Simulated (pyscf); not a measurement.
A first-order saddle from PySCF, ωB97X-D3(BJ)/def2-SVP:

```xyz
7

O     -1.0544    -1.2802     0.9510
Si    -0.8162     0.3632     0.8342
H     -1.0264    -1.8264     0.1567
H     -1.9556     0.6857    -0.5165
O      0.1486     0.2836    -0.8444
H     -1.0334     0.5815    -0.9934
H      0.7603     1.0190    -0.9888
```

Surface: singlet, charge 0. Lowest wavenumbers (cm⁻¹): 1423i, 229, 395, 439, 596.

Task: Which two sides does it connect, and which bonds change?

Result: HO–SiH: [singlet] + H₂O <-> HO–Si:–OH [singlet] + H₂, a four-centre exchange read from left to right: H–Si, H–O broken and O–Si, H–H formed. At ωB97M-D3(BJ)/def2-TZVP it lies +0.25 eV from the left side and +1.82 eV from the right (each side as separated species at their lowest minima found). On the reactant side the descent ends in a bound adduct, 0.48 eV under the separated species and 0.72 eV under the saddle at ωB97X-D3(BJ)/def2-TZVP. At the saddle there is also a short H–Si contact that neither side keeps. The same reactants have a lower exit, to HO–SiH: [singlet] + H₂O (barrier +0.02 eV at ωB97M-D3(BJ)/def2-TZVP, against +0.25 eV here). One saddle was located; it need not be the lowest between these sides.
